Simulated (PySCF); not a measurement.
# Spin states of OF

Unrestricted PBE0; O x2c-TZVPPall, F x2c-TZVPPall; spin-free X2C with a Gaussian nucleus (PySCF 2.14). Outer shells of the fragments: O 2s2 2p4; F 2s2 2p5.

Followed along the bond (rough minima from three points):

```json
{"2Ms+1": "2", "unpaired": "π ↑", "⟨S²⟩ at the start": "0.75", "R at minimum (Å)": "1.33", "Te (eV)": "0.00"}
{"2Ms+1": "4", "unpaired": "σ ↑, π ↑↑", "⟨S²⟩ at the start": "3.76", "R at minimum (Å)": "none in the scan", "Te (eV)": "≤ 2.98"}
```

Solutions found at the starting distance of 1.215 Å, counted from the lowest of them; the search is not exhaustive and high or unbound solutions are not listed, so other states can lie among these:

```
2Ms+1   unpaired  term  E (eV)  ⟨S²⟩  ⟨Lz²⟩  μ (D)
    2        π ↑    ²Π    0.00  0.75   1.00   0.44
    4  σ ↑, π ↑↑   ⁴Σ⁻    6.66  3.76   0.00   0.04
```

A term symbol is given only where ⟨S²⟩ and ⟨Lz²⟩ are close to those of a pure state; real π, δ and φ orbitals otherwise mix terms. A positive dipole means O(−)F(+).

Counting both spins, an empty level lies below a filled one in some of these solutions, because spin and occupation are held.
